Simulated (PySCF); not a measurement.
## BH: everyday levels beside a composite calculation

PySCF; the state is a singlet (closed shell). The composite is CCSD(T) extrapolated to the basis-set limit from two correlation-consistent sets, with core-valence (CV) and scalar-relativistic (SR) terms as its label shows; it has no spin–orbit coupling and nothing beyond (T). Here it is CCSD(T)/CBS(TQ)+CV+SR. It gives Re = 1.230 Å, ωe = 2371 cm⁻¹ and De = 3.69 eV to B + H.

```csv
level,basis,relativity,Re (Å),ωe (cm⁻¹),De (eV)
RHF-SCS-MP2,"6-31G(d,p)",no relativity,1.228,2459,3.44
RHF-SCS-MP2,def2-SVPD,no relativity,1.236,2463,3.47
RHF-CCSD(T),cc-pVTZ,no relativity,1.235,2351,3.61
PBE,"6-31G(d,p)",no relativity,1.264,2221,3.56
r²SCAN,cc-pVTZ,no relativity,1.242,2302,3.44
r²SCAN0,pcseg-1,no relativity,1.239,2408,3.42
r²SCAN0,cc-pVTZ,no relativity,1.235,2360,3.42
HSE06,cc-pVTZ,no relativity,1.240,2329,3.48
MN15,def2-TZVPPD,no relativity,1.231,2395,3.74
B2PLYP,cc-pVDZ,no relativity,1.249,2373,3.47
```

Problem. Give the difference of each row from the composite.

Solution. 

```json
{"level": "RHF-SCS-MP2", "basis": "6-31G(d,p)", "ΔRe (pm)": "-0.2", "Δωe (%)": "+3.7", "ΔDe (eV)": "-0.25"}
{"level": "RHF-SCS-MP2", "basis": "def2-SVPD", "ΔRe (pm)": "+0.6", "Δωe (%)": "+3.9", "ΔDe (eV)": "-0.22"}
{"level": "RHF-CCSD(T)", "basis": "cc-pVTZ", "ΔRe (pm)": "+0.5", "Δωe (%)": "-0.8", "ΔDe (eV)": "-0.08"}
{"level": "PBE", "basis": "6-31G(d,p)", "ΔRe (pm)": "+3.4", "Δωe (%)": "-6.3", "ΔDe (eV)": "-0.13"}
{"level": "r²SCAN", "basis": "cc-pVTZ", "ΔRe (pm)": "+1.2", "Δωe (%)": "-2.9", "ΔDe (eV)": "-0.25"}
{"level": "r²SCAN0", "basis": "pcseg-1", "ΔRe (pm)": "+0.9", "Δωe (%)": "+1.6", "ΔDe (eV)": "-0.27"}
{"level": "r²SCAN0", "basis": "cc-pVTZ", "ΔRe (pm)": "+0.5", "Δωe (%)": "-0.5", "ΔDe (eV)": "-0.27"}
{"level": "HSE06", "basis": "cc-pVTZ", "ΔRe (pm)": "+1.0", "Δωe (%)": "-1.8", "ΔDe (eV)": "-0.21"}
{"level": "MN15", "basis": "def2-TZVPPD", "ΔRe (pm)": "+0.1", "Δωe (%)": "+1.0", "ΔDe (eV)": "+0.05"}
{"level": "B2PLYP", "basis": "cc-pVDZ", "ΔRe (pm)": "+1.9", "Δωe (%)": "+0.1", "ΔDe (eV)": "-0.22"}
```

Problem. Which rows come closest in De?

Solution. MN15 in def2-TZVPPD (+0.05 eV), counted from the composite.

Measured (Huber and Herzberg, Constants of Diatomic Molecules (1979)): Re = 1.2324 Å, ωe = 2366.9 cm⁻¹; the composite is off by -2.5 mÅ and +4.3 cm⁻¹.

Correlated steps freeze 1 core orbital. Correlated levels converge slowly with the basis: in double zeta they bind strong bonds too weakly, by up to about 1 eV, and carry superposition errors of some tenths. Where the molecule has an RHF reference, its open-shell atoms are computed with UHF. B2PLYP dipoles, levels and charges come from its SCF part alone.
